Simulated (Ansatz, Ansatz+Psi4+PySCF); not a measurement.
```yaml
atoms:
  - { symbol: N, position_ang: [0.0000, 0.0001, -0.6651] }
  - { symbol: N, position_ang: [0.0000, -0.0001, 0.6651] }
  - { symbol: H, position_ang: [0.0000, 1.0754, -0.9873] }
  - { symbol: H, position_ang: [0.0000, -1.0754, 0.9873] }
```

Basis set: cc-pVTZ (spherical functions). Frozen core: 2 orbitals. Charge 0, multiplicity 1.

Computed with Ansatz (development build ahead of 0.2.0); each method stands on the lowest determinant of its kind that the runs found. Restricted open shells among the atoms or ions are ROHF, correlated in semicanonical orbitals with singles.

The atomization energy at this shape (free ground-state atoms in the same class of orbitals less the molecule, no zero-point energy) of singlet N2H2:

```json
{"method": "RHF", "atomization energy": "131.69 kcal/mol"}
```

Q: What does RHF-MP2 give?

A: 274.75 kcal/mol. Caution: in another basis set an unrestricted determinant lies well below; the shape is not the minimum.
